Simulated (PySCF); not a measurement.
## Beryllium: a sound run and one with changed settings

Sound run: Be [He] 2s2, Be⁺ [He] 2s1. All numbers are calculated (PySCF 2.14, scalar relativity by spin-free X2C-1e, in x2c-TZVPall (5s3p1d, 19 functions)). The sound run starts from symmetry-adapted Hartree-Fock orbitals and uses a fine grid where one is needed.

Changed run: radial step 0.3 in ln r (0.13 in the sound run). This setting is unsound on purpose.

| species | method | sound run (hartree) | changed run (hartree) | converged |
| --- | --- | --- | --- | --- |
| Be | UHF | -14.57508 | -14.57508 | yes |
| Be | M06-L | -14.66401 | -14.66065 | yes |
| Be | LDA | -14.44817 | -14.44817 | yes |
| Be⁺ | UHF | -14.27950 | -14.27950 | yes |
| Be⁺ | M06-L | -14.33648 | -14.33591 | yes |
| Be⁺ | LDA | -14.11663 | -14.11663 | yes |

Ionisation energy of Be:

| method | sound run (eV) | changed run (eV) |
| --- | --- | --- |
| UHF | 8.043 | 8.043 |
| M06-L | 8.913 | 8.837 |
| LDA | 9.022 | 9.021 |

A coarse radial grid mis-integrates the density and the exchange-correlation energy, with errors of either sign; Hartree-Fock needs no grid.

For comparison, NIST gives 9.323 eV between the lowest levels.
